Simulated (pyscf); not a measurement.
9 silicon, germanium or tin steps of one kind (hydrogen abstraction, radical): reaction energy in kcal/mol, from the separated reactants or the lowest minimum found. PySCF, gas phase, ωB97X-D3(BJ)/def2-SVP geometries. Functionals in def2-TZVP; the last column is ωB97M-D3(BJ)/def2-TZVP. Rows were drawn at random from the steps of this kind and element class whose saddle was verified and whose references are stable.

```
step                                                                                         PBE  B3LYP-D3(BJ)  M06-2X  ωB97M-D3(BJ)
-----------------------------------------------------------------------------------------  -----  ------------  ------  ------------
`[F][SiH2][F]` + `[NH2]` [doublet] → `[F][SiH][F]` [doublet] + `[NH3]`                     -19.0         -13.5   -15.8         -13.0
`[NH]=[Si][NH2]` [doublet] + `[H][H]` → `[NH2][Si][NH2]` [singlet] + `[H]` [doublet]        +5.0          +5.5    -0.2          -1.3
`[CH3][SiH]([Cl])[Cl]` + `[H]` [doublet] → `[CH3][Si]([Cl])[Cl]` [doublet] + `[H][H]`      -15.0         -15.6   -14.0         -10.7
`[NH2][SiH]([Cl])[Cl]` + `[H]` [doublet] -> `[NH2][Si]([Cl])[Cl]` [doublet] + `[H][H]`     -15.5         -16.0   -13.7         -10.8
`[GeH2]` [singlet] + `[CH2][CH3]` [doublet] -> `[GeH3]` [doublet] + `[CH2]=[CH2]`          -22.1         -20.7   -24.7         -21.8
`[OH][SiH]([OH])[OH]` + `[H]` [doublet] -> `[OH][Si]([OH])[OH]` [doublet] + `[H][H]`       -10.3          -9.9    -7.9          -5.0
`[NH2][SiH]([NH2])[NH2]` + `[H]` [doublet] → `[NH2][Si]([NH2])[NH2]` [doublet] + `[H][H]`  -12.2         -11.9    -9.6          -6.8
`[O][SiH2][F]` [doublet] + `[H][H]` → `[OH][SiH2][F]` + `[H]` [doublet]                    -14.9         -11.5   -17.1         -15.6
`[SiH3][NH][SiH3]` + `[H]` [doublet] → `[SiH2][NH][SiH3]` [doublet] + `[H][H]`             -15.7         -16.3   -14.4         -12.0
```

Differences from the last column (kcal/mol): PBE: mean -2.5, median -4.3, mean size 4.1, lower in 7 of 9; B3LYP-D3(BJ): mean -1.4, median -4.3, mean size 4.1, lower in 6 of 9; M06-2X: mean -2.3, median -2.8, mean size 2.5, lower in 8 of 9. PBE is closest for row 5 (0.3 kcal/mol apart) and farthest for row 2 (6.3 kcal/mol). PBE, r²SCAN and M06-2X carry no added dispersion term. The last column is a level with limits of its own. Elements up to Kr have no core potential and no relativistic terms here.
